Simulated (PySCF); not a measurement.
Q: What does the PBE0-D3(BJ)/def2-TZVP structure of InChI=1S/C2H4O2/c3-1-2-4/h1,4H,2H2 look like in three dimensions?

A: 
Z-matrix in Å and degrees, rows numbered from 1:
```
O 
C   1  1.2029
C   2  1.4964  1  121.73
O   3  1.3870  2  112.20  1     0.13
H   2  1.1075  1  121.63  3   179.96
H   3  1.1019  2  107.54  1   123.25
H   3  1.1019  2  107.55  1  -122.94
H   4  0.9689  3  105.89  2     0.05
```

H8 on O4 lies 2.08 Å from O1, 4 bonds away (angle at H 117°; Bondi radii sum to 2.72 Å). The 2 C–O bonds span 1.203 Å (O1=C2, drawn double) to 1.387 Å (C3–O4, drawn single), a spread of 0.184 Å. O4 (alcohol oxygen) is bent (angle 105.9°). The 4 heavy atoms lie in one plane (0.000 Å rms).

Computed with PySCF, PBE0-D3(BJ)/def2-TZVP geometry optimisation, gas phase.

Point group: Cs (every atom within 0.08 Å of its image). Stationary, but not proved a minimum. The numbers are those of one conformer (O1–C2–C3–O4 0°, C2–C3–O4–H 0°).
